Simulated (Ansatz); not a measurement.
Ansatz (an electronic-structure program) input (B3LYP/6-31G**): The .json file is the Basis Set Exchange's 6-31G**.

Ansatz 0.2 input:
```yaml
crystal:
  periodic: [false, false, false]
  atoms:
    - {symbol: C, position_ang: [-0.00105023, -0.00044593, 0.21807837]}
    - {symbol: C, position_ang: [-0.00682676, -0.00289863, 1.41756777]}
    - {symbol: C, position_ang: [0.00595226, 0.00252732, -1.23597935]}
    - {symbol: H, position_ang: [-0.01194066, -0.00506999, 2.47946412]}
    - {symbol: H, position_ang: [0.01516829, 1.02317495, -1.62370089]}
    - {symbol: H, position_ang: [0.88736845, -0.51296496, -1.62264162]}
    - {symbol: H, position_ang: [-0.87904773, -0.50023658, -1.63112234]}
basis:
  gaussian:
    orbitals: 6-31G__.json
hamiltonian:
  xc: {name: B3LYP}
output: {forces: true}
```

Output:

```
Functional definition: B3LYP
integrals: 0.02 GiB planned
641 factors; integrals over basis functions are off by at most 1.2e-3 eV
mean field: 0.15 GiB planned
mean field evaluation 1: about -3169.9375 eV, gradient 4.2e1 eV
mean field evaluation 2: about -3170.5366 eV, gradient 3.9e1 eV
mean field evaluation 4: about -3174.4329 eV, gradient 3.4e0 eV
mean field evaluation 8: about -3174.4595 eV, gradient 9.4e-2 eV
mean field -3174.45948807 eV, -116.6592344605 hartree, gradient 5.9e-6 eV, S^2 0.000000; 0 other end points of the search recorded, 0 dependent functions left out
the calculation of the forces begins
reference -3174.45965084 eV, -116.6592404422 hartree; 11, 11 occupied and 54, 54 virtual orbitals, 641 factors
Total energy: -3174.45965084 eV, -116.6592404422 hartree
Atom 0 at    -0.001050    -0.000446     0.218078 Å, force     0.003168     0.001346    -0.656903 eV/Å
Atom 1 at    -0.006827    -0.002899     1.417568 Å, force    -0.003606    -0.001531     0.748902 eV/Å
Atom 2 at     0.005952     0.002527    -1.235979 Å, force    -0.000059    -0.000026     0.009972 eV/Å
Atom 3 at    -0.011941    -0.005070     2.479464 Å, force    -0.000610    -0.000259     0.126765 eV/Å
Atom 4 at     0.015168     1.023175    -1.623701 Å, force     0.001080     0.099258    -0.076037 eV/Å
Atom 5 at     0.887368    -0.512965    -1.622642 Å, force     0.085834    -0.050014    -0.075934 eV/Å
Atom 6 at    -0.879048    -0.500237    -1.631122 Å, force    -0.085807    -0.048773    -0.076766 eV/Å
Dipole moment:     0.000714     0.000303    -0.148215 e Å
```

The geometry given is a B3LYP-D3(BJ)/def2-TZVP minimum.
